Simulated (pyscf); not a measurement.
Routes from F–SiH₂–F + H₂

Candidate steps break at most two bonds and form at most two. Each was searched with GFN2-xTB (tblite) first. PySCF, gas phase, ωB97X-D3(BJ)/def2-SVP geometries. Energies: ωB97M-D3(BJ)/def2-TZVP, kcal/mol, from the separated reactants, singlet surface; ΔG‡ with ideal gas, 1 atm, RRHO with modes under 100 cm⁻¹ raised to 100, one conformer, R ln 2 for chiral ones without a mode under 150 cm⁻¹.

```json
[
 {"products": "F–SiH₂–F + H₂", "type": "four-centre exchange", "ΔE‡": "60.0", "ΔE": "0.0", "ΔG‡ 298 K": "68.8", "ΔG‡ 900 K": "86.0", "ν‡ (cm⁻¹)": "1514i"},
 {"products": "F–SiH₃ + HF", "type": "four-centre exchange", "ΔE‡": "60.5", "ΔE": "+32.2", "ΔG‡ 298 K": "69.2", "ΔG‡ 900 K": "85.7", "ν‡ (cm⁻¹)": "902i"}
]
```

Row 2: On the product side the descent ends in a complex (not fully relaxed), 4.3 kcal/mol under the separated species and 33.3 kcal/mol under the saddle at ωB97X-D3(BJ)/def2-TZVP. 

Plain bond fissions and candidates not yet searched are not listed, and one of them may be faster. Each barrier is that of the saddle found; lower ones may exist.
